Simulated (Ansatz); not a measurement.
The cluster Na₃. Total charge 0; doublet. Geometry B3LYP/def2-TZVP.

```csv
atom,x (Å),y (Å),z (Å)
Na1,-1.8217,1.2906,-1.0559
Na2,-0.2928,-0.0720,1.4348
Na3,2.1145,-1.2186,-0.3789
```

B3LYP takes the VWN-RPA correlation. At HF/STO-3G the charge 0 doublet is spin-contaminated (final ⟨S²⟩ up to 1.54, 0.75 for a pure state). At HF/STO-3G the highest occupied level of the charge 0 doublet lies above zero (up to 3.29 eV). In Hartree–Fock with STO-3G the lack of diffuse functions raises the level. The structure comes from a short search, and lower isomers may exist.

**Question.** Estimate the α-spin orbital energies around the gap (eV) in Ansatz with HF/STO-3G, B97M-V/def2-TZVP, B3LYP/6-31G, B3LYP/def2-TZVP, ωB97X-V/def2-TZVP.

**Answer.** 
| orbital | HF/STO-3G | B97M-V/def2-TZVP | B3LYP/6-31G | B3LYP/def2-TZVP | ωB97X-V/def2-TZVP |
| --- | --- | --- | --- | --- | --- |
| HOMO−13 | -72.15 | -60.55 | -60.46 | -60.24 | -63.41 |
| HOMO−12 | -72.15 | -60.55 | -60.45 | -60.23 | -63.41 |
| HOMO−11 | -70.74 | -60.52 | -60.45 | -60.23 | -63.39 |
| HOMO−10 | -34.67 | -29.85 | -31.41 | -31.18 | -34.07 |
| HOMO−9 | -34.67 | -29.85 | -31.41 | -31.18 | -34.07 |
| HOMO−8 | -34.67 | -29.84 | -31.39 | -31.17 | -34.06 |
| HOMO−7 | -34.67 | -29.84 | -31.38 | -31.15 | -34.06 |
| HOMO−6 | -34.65 | -29.84 | -31.38 | -31.15 | -34.05 |
| HOMO−5 | -34.65 | -29.84 | -31.38 | -31.15 | -34.05 |
| HOMO−4 | -34.19 | -29.80 | -31.38 | -31.15 | -34.04 |
| HOMO−3 | -34.18 | -29.79 | -31.37 | -31.14 | -34.03 |
| HOMO−2 | -34.16 | -29.79 | -31.37 | -31.14 | -34.03 |
| HOMO−1 | 2.82 | -3.62 | -4.12 | -4.09 | -5.81 |
| HOMO | 3.29 | -2.54 | -3.00 | -2.99 | -4.25 |
| LUMO | 14.06 | -1.85 | -1.55 | -1.53 | -0.12 |
| LUMO+1 | 19.20 | -1.28 | -0.87 | -0.84 | 0.48 |
| LUMO+2 | 19.83 | -1.11 | -0.71 | -0.69 | 0.61 |
| LUMO+3 | 20.51 | -0.78 | -0.46 | -0.45 | 0.95 |
| LUMO+4 | 20.79 | -0.41 | -0.08 | -0.03 | 1.30 |
| LUMO+5 | 20.82 | -0.40 | 0.02 | 0.04 | 1.37 |
| β HOMO | 3.14 | -3.37 | -3.87 | -3.84 | -5.28 |
| β LUMO | 14.09 | -2.26 | -1.88 | -1.86 | -0.44 |
